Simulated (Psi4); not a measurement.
# One shape, several levels: triplet C4N2

Wanted: a comparison of 6 runs (UHF/STO-3G, UHF/3-21G, U-wB97M-V/cc-pVDZ, UB2PLYP/cc-pVDZ, UDSD-PBEP86/cc-pVDZ, UHSE06/cc-pVDZ) of triplet C4N2. 

The calculation is run with Psi4 1.11.

4 further runs of the same task are left out: 3 that didn't finish, 1 set aside as unsound or not needed.

### 1 Starting point

The species is C4N2 (6 atoms), meant as a triplet with charge 0. As SMILES of the parent species, `N#CC#CC#N`. Geometry: relaxed at PBE0-D4/def2-TZVP. That shape belongs to the parent species and isn't relaxed for this state.

Bond lengths: N1–C2 1.155 Å, C2–C3 1.363 Å, C3–C4 1.207 Å, C4–C5 1.363 Å, C5–N6 1.155 Å. Angles: N1–C2–C3 180.0°, C2–C3–C4 180.0°, C3–C4–C5 180.0°, C4–C5–N6 180.0°.

### 2 Energy and gradient at UHF/STO-3G (run 1)

Input file input.dat:

```
memory 2200 MB

molecule {
  0 3
  N      0.03237101    -5.70784217     1.49089943
  C      0.02022007    -3.59584646     0.93972301
  C      0.00597153    -1.10314652     0.28893912
  C     -0.00661404     1.10352447    -0.28752183
  C     -0.02029566     3.59586536    -0.93959073
  N     -0.03165291     5.70744533    -1.49243010
  units bohr
  symmetry c1
  no_reorient
  no_com
}

set basis STO-3G
set reference uhf
set puream true
set e_convergence 1e-09
set d_convergence 1e-08
set scf_type pk
set maxiter 100

result, w = gradient('scf', return_wfn=True)
oeprop(w, 'MAYER_INDICES', 'QUADRUPOLE', 'LOWDIN_CHARGES')
print_variables()
```

The run is started by

```sh
$ psi4 input.dat output.dat -n 1
```

output.dat:

```text
[...]
  Running in c1 symmetry.
[...]
  Nuclear repulsion =  144.352590562515644
[...]
  Multiplicity = 3
[...]
  Nalpha       = 20
  Nbeta        = 18
[...]
    Number of basis functions: 30
[...]
   @UHF iter   1:  -256.53038603933715   -2.64036e+00   1.93504e-02 ADIIS/DIIS
[...]
   @UHF iter  31:  -256.81982552116330   -7.84439e-12   6.09546e-09 DIIS
[...]
   @S^2 Observed:                2.444654050E+00
[...]
    Orbital Energies [Eh]
    ---------------------
    Alpha Occupied:
       1A    -15.417484     2A    -15.417482     3A    -11.139593
       4A    -11.137360     5A    -11.109329     6A    -11.109316
       7A     -1.242221     8A     -1.240755     9A     -1.123797
      10A     -0.909486    11A     -0.787147    12A     -0.630561
      13A     -0.547589    14A     -0.543128    15A     -0.541599
      16A     -0.538977    17A     -0.494645    18A     -0.486648
      19A     -0.410405    20A     -0.231396
    Alpha Virtual:
      21A      0.136260    22A      0.328673    23A      0.367924
      24A      0.448885    25A      0.471881    26A      0.527860
[...]
  @UHF Final Energy:  -256.81982552116330
   => Energetics <=
    Nuclear Repulsion Energy =            144.3525905625156440
    One-Electron Energy =                -633.6336553081675902
    Two-Electron Energy =                 232.4612392244886507
    Total Energy =                       -256.8198255211633523
  UHF NO Occupations:
  HONO-2 :   18  A 1.9242280
  HONO-1 :   19  A 1.0000000
[...]
  -Total Gradient:
     Atom            X                  Y                   Z
    ------   -----------------  -----------------  -----------------
       1       -0.000782542815     0.136028299099    -0.035508237512
       2        0.000969778867    -0.167754992979     0.043801380156
       3       -0.001415128430     0.248703802341    -0.064974379955
       4        0.001389142091    -0.248699165623     0.064963784009
       5       -0.000894637825     0.167731765916    -0.043876232119
       6        0.000733388112    -0.136009708754     0.035593685421
[...]
 Multipole Moments:
 ------------------------------------------------------------------------------------
     Multipole            Electronic (a.u.)      Nuclear  (a.u.)        Total (a.u.)
 ------------------------------------------------------------------------------------
 L = 1.  Multiply by 2.5417464519 to convert [e a0] to [Debye]
 Dipole X            :         -0.0009838            0.0007181           -0.0002657
 Dipole Y            :          0.0005490           -0.0003968            0.0001522
 Dipole Z            :          0.0019342           -0.0014173            0.0005169
 Magnitude           :                                                    0.0006008
 L = 2.  Multiply by 1.3450342976 to convert [e a0^2] to [Debye ang]
 Quadrupole XX       :        -21.3775930            0.0197495          -21.3578435
 Quadrupole XY       :          3.5985236           -3.5154308            0.0830928
[...]
```

Run time: 8.5 s. Hardware: 1 thread of Intel Xeon at 2.50GHz (Skylake/Cascade Lake), shared host; peak memory 0.18 GiB.

### 3 The energy at UHF/3-21G (run 2)

Input file c4n2.dat:

```
memory 2200 MB

molecule {
  0 3
  N      0.017130    -3.020460     0.788950
  C      0.010700    -1.902840     0.497280
  C      0.003160    -0.583760     0.152900
  C     -0.003500     0.583960    -0.152150
  C     -0.010740     1.902850    -0.497210
  N     -0.016750     3.020250    -0.789760
  symmetry c1
}

set reference uhf
set puream true
set e_convergence 1e-09
set d_convergence 1e-08
set scf_type pk
set maxiter 100

e, wfn = energy('hf/3-21G', return_wfn=True)
oeprop(wfn, 'WIBERG_LOWDIN_INDICES', 'MAYER_INDICES', 'DIPOLE')
```

The run is started by

```sh
$ psi4 c4n2.dat c4n2.out -n 1
```

c4n2.out:

```text
[...]
  Running in c1 symmetry.
[...]
  Nuclear repulsion =  144.352590511131666
[...]
  Multiplicity = 3
[...]
  Nalpha       = 20
  Nbeta        = 18
[...]
    Number of basis functions: 54
[...]
   @UHF iter   1:  -258.56033658281086   -1.19943e+00   7.23976e-03 ADIIS/DIIS
[...]
   @UHF iter  24:  -258.70143467203150   -6.36646e-12   5.73830e-09 DIIS
[...]
   @S^2 Observed:                2.332832284E+00
[...]
    Orbital Energies [Eh]
    ---------------------
    Alpha Occupied:
       1A    -15.571141     2A    -15.571113     3A    -11.315509
       4A    -11.313927     5A    -11.269905     6A    -11.269898
       7A     -1.322303     8A     -1.321204     9A     -1.200817
      10A     -0.990968    11A     -0.887761    12A     -0.680520
      13A     -0.626687    14A     -0.624477    15A     -0.608194
      16A     -0.602617    17A     -0.553869    18A     -0.546277
      19A     -0.473738    20A     -0.309384
    Alpha Virtual:
      21A      0.014770    22A      0.188064    23A      0.230075
      24A      0.311605    25A      0.339016    26A      0.391086
[...]
  @UHF Final Energy:  -258.70143467203150
   => Energetics <=
    Nuclear Repulsion Energy =            144.3525905111316661
    One-Electron Energy =                -633.5239159871371157
    Two-Electron Energy =                 230.4698908039739251
    Total Energy =                       -258.7014346720314961
  UHF NO Occupations:
  HONO-2 :   18  A 1.9378568
  HONO-1 :   19  A 1.0000000
[...]
 Multipole Moments:
 ------------------------------------------------------------------------------------
     Multipole            Electronic (a.u.)      Nuclear  (a.u.)        Total (a.u.)
 ------------------------------------------------------------------------------------
 L = 1.  Multiply by 2.5417464519 to convert [e a0] to [Debye]
 Dipole X            :         -0.0002311           -0.0000010           -0.0002322
 Dipole Y            :          0.0001318            0.0000006            0.0001323
 Dipole Z            :          0.0004665            0.0000022            0.0004687
 Magnitude           :                                                    0.0005395
[...]
```

Run time: 7.2 s. Hardware: 1 thread of Intel Xeon at 2.50GHz (Skylake/Cascade Lake), shared host; peak memory 0.19 GiB.

Runs 3 to 5 aren't shown in full; the table further down has their settings and results.

### 4 Energy and forces at UHSE06/cc-pVDZ (run 6)

Input file job.in:

```
memory 2.2 GB

molecule system {
  0 3
  N      0.017130    -3.020460     0.788950
  C      0.010700    -1.902840     0.497280
  C      0.003160    -0.583760     0.152900
  C     -0.003500     0.583960    -0.152150
  C     -0.010740     1.902850    -0.497210
  N     -0.016750     3.020250    -0.789760
  symmetry c1
}

set {
  reference            uks
  puream               true
  e_convergence        1e-09
  d_convergence        1e-08
  scf_type             pk
  dft_radial_points    99
  dft_spherical_points 590
  maxiter              100
}

e, wfn = gradient('hse06/cc-pVDZ', return_wfn=True)
oeprop(wfn, 'MAYER_INDICES', 'QUADRUPOLE', 'LOWDIN_CHARGES', title='HSE06')
```

The run is started by

```sh
$ psi4 -i job.in -o job.out -n 1
```

job.out, cut to the lines that bear on the results:

```text
[...]
  Running in c1 symmetry.
[...]
  Nuclear repulsion =  144.352590511131666
[...]
  Multiplicity = 3
[...]
  Nalpha       = 20
  Nbeta        = 18
[...]
    Number of basis functions: 84
[...]
   @UKS iter   1:  -261.24863794103294   -5.22239e-01   6.23380e-03 DIIS/ADIIS
[...]
   @UKS iter  16:  -261.40714265676189    2.00089e-11   7.15822e-09 DIIS
[...]
   @S^2 Observed:                2.025808875E+00
[...]
  @UKS Final Energy:  -261.40714265676189
   => Energetics <=
    Nuclear Repulsion Energy =            144.3525905111316661
    One-Electron Energy =                -636.7337427446208267
    Two-Electron Energy =                 258.1801640733413592
    DFT Exchange-Correlation Energy =     -27.2061544966140794
    Empirical Dispersion Energy =           0.0000000000000000
    VV10 Nonlocal Energy =                  0.0000000000000000
    Total Energy =                       -261.4071426567618914
[...]
  -Total Gradient:
     Atom            X                  Y                   Z
    ------   -----------------  -----------------  -----------------
       1       -0.000510370436     0.089179263766    -0.023280325468
       2        0.000750332676    -0.131694416939     0.034384024365
       3       -0.001157470896     0.204063197276    -0.053307604843
       4        0.001154508358    -0.204052658632     0.053315361230
       5       -0.000723955808     0.131661402001    -0.034439403835
       6        0.000486979553    -0.089156803462     0.023327901082
[...]
 Multipole Moments:
 ------------------------------------------------------------------------------------
     Multipole            Electronic (a.u.)      Nuclear  (a.u.)        Total (a.u.)
 ------------------------------------------------------------------------------------
 L = 1.  Multiply by 2.5417464519 to convert [e a0] to [Debye]
 Dipole X            :         -0.0002148           -0.0000010           -0.0002159
 Dipole Y            :          0.0001344            0.0000006            0.0001350
 Dipole Z            :          0.0004496            0.0000022            0.0004519
 Magnitude           :                                                    0.0005187
 L = 2.  Multiply by 1.3450342976 to convert [e a0^2] to [Debye ang]
 Quadrupole XX       :        -23.3880460            0.0197495          -23.3682965
 Quadrupole XY       :          3.5864513           -3.5154309            0.0710204
[...]
```

Wall time 2.3 min (1 thread of Intel Xeon at 2.50GHz (Skylake/Cascade Lake), shared host); peak memory 1 GiB.

### 5 The series

```csv
run,level,task,integration grid,energy (Eh),dipole moment (D),HOMO energy (eV),LUMO energy (eV),wall time
1,UHF/STO-3G,gradient,–,-256.819826,0.00,-6.30,1.10,8.5 s
2,UHF/3-21G,energy,–,-258.701435,0.00,-8.42,-2.01,7.2 s
3,U-wB97M-V/cc-pVDZ,energy,99 radial × 590 angular,-261.606284,0.00,-7.29,-4.79,5.7 min
4,UB2PLYP/cc-pVDZ (density fitting for correlation),energy,99 radial × 590 angular,-261.433650,–,-6.55,-5.13,51 s
5,UDSD-PBEP86/cc-pVDZ (density fitting for correlation),energy,99 radial × 590 angular,-261.136084,–,-7.52,-4.05,64 s
6,UHSE06/cc-pVDZ,gradient,99 radial × 590 angular,-261.407143,0.00,-5.22,–,2.3 min
```

### 6 What came out

| quantity | value |
| --- | --- |
| run 6: total energy | -261.40714 Eh |
| run 6: dipole moment | 0.00 D |
| run 6: HOMO energy (highest over α and β) | -5.22 eV |
| run 6: ⟨S²⟩ | 2.026 |
| run 6: largest force on an atom | 10.846 eV/Å |

What this shows: Totals of different functionals can't be ranked against each other. In run 1 the basis is minimal, so the values are rough. Spin contamination of the reference: run 1 ⟨S²⟩ = 2.44, run 2 ⟨S²⟩ = 2.33, run 5 ⟨S²⟩ = 2.13. All runs together took 10 min, the longest 5.7 min.
